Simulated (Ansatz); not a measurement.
BClH2Si, SMILES B[Si]Cl, a relaxed scan of one distance

With Ansatz 0.2.0 through its Python package.

Input file `bclh2si.xyz`:
```text
5

B    -0.78370    0.00590    0.05780
Si    0.92830   -0.74580    0.57390
Cl    2.46210    0.26860   -0.42700
H    -1.01140    1.14730    0.25830
H    -1.59520   -0.67610   -0.46300
```

The cells in order, each with its output:

**Cell 1**
```python
import ansatz
import numpy as np

mol = ansatz.Crystal.molecule_from_extxyz("bclh2si.xyz")
```

**Cell 2**
```python
calculation = (
    mol.calculation()
    .basis(gaussian="def2-SVP")
    .functional("b3lyp", dispersion="d3bj")
    .spin("collinear", total=2)  # two spin channels
)
symbols = [site.symbol for site in mol.cartesian_sites]
pairs = [(0, 1), (0, 3), (0, 4), (1, 2)]
print("held (A)   E (eV)        ", "  ".join(f"{symbols[i]}{i}-{symbols[j]}{j}" for i, j in pairs))
for length in [1.78, 1.94, 2.09, 2.33, 2.62]:
    rep = calculation.relax(constraints=[ansatz.DistanceConstraint((0, 1), at=length)], force_tolerance=0.02, max_steps=60).run(threads=1, backend="cpu").report
    xyz = np.array(rep["positions_ang"])
    print(f"{length:6.2f} {rep['free_energy_ev']:14.5f}  ", "  ".join(f"{np.linalg.norm(xyz[i] - xyz[j]):.3f}" for i, j in pairs))
```
Output:
```text
held (A)   E (eV)         B0-Si1  B0-H3  B0-H4  Si1-Cl2
DeckWarning: relax.constraints: the input's atoms, or those drawn, lie off the distances that are held; a relaxation that starts there is brought onto them ahead of its first SCF, by positions alone, [...]
  1.78   -21101.41455   1.780  1.206  1.203  2.081
  1.94   -21101.68166   1.940  1.204  1.201  2.083
  2.09   -21101.57844   2.090  1.202  1.199  2.085
  2.33   -21101.13581   2.330  1.198  1.197  2.092
  2.62   -21100.54119   2.620  1.194  1.194  2.098
```

What to keep in mind:
- Total energies depend on the basis set; only differences at equal settings carry meaning.
- Warnings are shown shortened and without file and line.
- The energies are electronic: no zero-point or thermal terms, and the basis set is short of its limit.
- The species is open-shell (spin multiplicity 3).
- b3lyp holds the VWN-RPA fit, as in Gaussian; the form of ORCA and Turbomole is b3lyp5.
- Finished in 96 s on 1 thread of Arm Neoverse V2, with other jobs on the host, peak memory 0.22 GiB.
